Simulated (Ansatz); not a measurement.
Energy needed to pull apart C₃HO₂ (SMILES C#CO[C]=O), doublet, into free ground-state atoms, from the structure below (displaced at random from a GFN2-xTB minimum); no zero-point or spin–orbit terms; open-shell atoms are treated unrestricted, in their ground-state multiplicity.

C1  (-1.338, -0.406, 0.583)
C2  (-0.184, -0.305, 0.499)
O3  (1.143, -0.226, 0.358)
C4  (1.626, 0.381, -0.668)
O5  (1.169, 0.970, -1.589)
H6  (-2.377, -0.451, 0.695)
(Å)

Computed with Ansatz 0.2.0 (basis: def2-TZVPP); correlated methods freeze the cores; orbitals are unrestricted.

| method | atomization energy (kcal/mol) |
| --- | --- |
| PBE-D4 | 695.0 |
| BLYP-D4 | 666.1 |
| r2SCAN-D4 | ? |
| PBE0-D4 | ? |
| wB97X-V | 649.7 |
| wB97M-V | 652.4 |
| HF | 414.3 |
| MP2 | 659.5 |
| CCSD | 605.2 |
| CCSD(T) | 624.7 |

**Question.** What does r2SCAN-D4 give? (To be estimated.)

**Answer.** By the calculation: 658.8 kcal/mol, which is about 34.1 kcal/mol more than CCSD(T)/def2-TZVPP.

**Question.** What does PBE0-D4 give? (Judge from chemistry; the value comes from the calculation.)

**Answer.** By the calculation: 660.6 kcal/mol, which is about 35.9 kcal/mol more than CCSD(T)/def2-TZVPP.

In triple zeta the MP2 and coupled-cluster atomization energies are still short of their basis limit by a few kcal/mol a bond, whereas those of the functionals are nearly converged, so these differences are not deviations from converged CCSD(T).

No T1 diagnostic of these runs exceeds 0.021. ⟨S²⟩ of the unrestricted Hartree–Fock references: 0.77 (a pure state has 0.75).

For scale, one of the runs: CCSD(T)/def2-TZVPP, 169 basis functions (an equivalent command: `ansatz run in.yaml --threads 8`). Hardware: 8 CPU threads, shared host. Wall time 20 s; peak host memory 4.2 GiB.
